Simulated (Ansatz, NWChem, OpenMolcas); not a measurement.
# P2 (diphosphorus): the vertical ionisation energy, rung by rung

The species is P2 (2 atoms), meant as a singlet with charge 0. As SMILES, `P#P`. Geometry: the measured bond length.

```xyz
2

P     0.0000    0.0000    0.0000
P     0.0000    0.0000    1.8934
```

Quantity: the vertical ionisation energy, in eV. The values are calculated.

Measured value to compare with: NIST CCCBDB gives the vertical ionisation energy of the gas as 10.62 eV.

```
                             level                    kind     program  value (eV)  computed − measured  CPU time (all runs)
                 SVWN5/def2-TZVPPD                     LDA      Ansatz       10.73                +0.11                7.8 s
                  BLYP/def2-TZVPPD                     GGA      NWChem       10.31                -0.31                 41 s
                 M06-L/def2-TZVPPD                meta-GGA      NWChem       10.42                -0.20                 55 s
                 BHLYP/def2-TZVPPD           global hybrid      Ansatz       10.19                -0.43                 16 s
                 HSE06/def2-TZVPPD  range-separated hybrid      Ansatz       10.44                -0.18                 25 s
                B2PLYP/def2-TZVPPD           double hybrid      Ansatz       10.50                -0.12                 21 s
                   MP2/def2-TZVPPD     perturbation theory      NWChem       10.71                +0.09                 49 s
               CCSD(T)/def2-TZVPPD   coupled cluster or CI      Ansatz       10.56                -0.06                 24 s
FCI/STO-3G, open shells restricted      exact in the basis  OpenMolcas        6.10                -4.52                  4 s
```

Nearest: CCSD(T)/def2-TZVPPD (-0.06 eV); farthest: FCI/STO-3G, open shells restricted (-4.52 eV). Computed less measured by kind, in eV (def2-TZVPPD rows): LDA +0.11; GGA -0.31; meta-GGA -0.20; global hybrid -0.43; range-separated hybrid -0.18; double hybrid -0.12; perturbation theory +0.09; coupled cluster or CI -0.06. Spin contamination of the reference (⟨S²⟩ at least 0.1 too high) touches CCSD(T)/def2-TZVPPD. The coupled-cluster rows rest on a doubtful reference here (large T1 or Brueckner and Hartree–Fock orbitals at odds), and rows may lie in different states. High-level rows in very small sets aren't better than simpler rows in larger ones. CPU times are rough (shared hosts, several kinds of processor): they show what a rung costs within a factor of a few.
